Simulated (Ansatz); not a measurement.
**bcc W**

All values below come from LDA in Ansatz (PAW).

Settings: plane-wave cutoff 520 eV, 28×28×28 k mesh, Fermi–Dirac smearing 0.094 eV (set by the program), no spin polarisation, scalar-relativistic PAW data made under PBE.

Cell: relaxed at this level.

```json
{
  "elastic constant C11": "569 GPa",
  "elastic constant C12": "220 GPa",
  "elastic constant C44": "149 GPa",
  "Voigt–Reuss–Hill bulk modulus": "336 GPa",
  "Voigt–Reuss–Hill shear modulus (Hill average)": "159 GPa",
  "young_modulus": "412 GPa",
  "poisson_ratio": "0.296"
}
```

Measured, for comparison: elastic constant C11 533 GPa, elastic constant C12 205 GPa, elastic constant C44 163 GPa (0 K, extrapolated to 0 K; zero-point effects included; as tabulated in Wang et al. (2022), arXiv:2209.12322). Computed (rounded) less measured: elastic constant C11 +7 %, elastic constant C12 +7 %, elastic constant C44 -9 %.

Note: shear constants of such metals converge slowly with the k mesh.

Elastic constants are with the ions relaxed.

Spin–orbit coupling is not included.

Static lattice: no zero-point or thermal effects.

Computing time: very roughly 4 core-minutes.

Ansatz is an electronic-structure program.
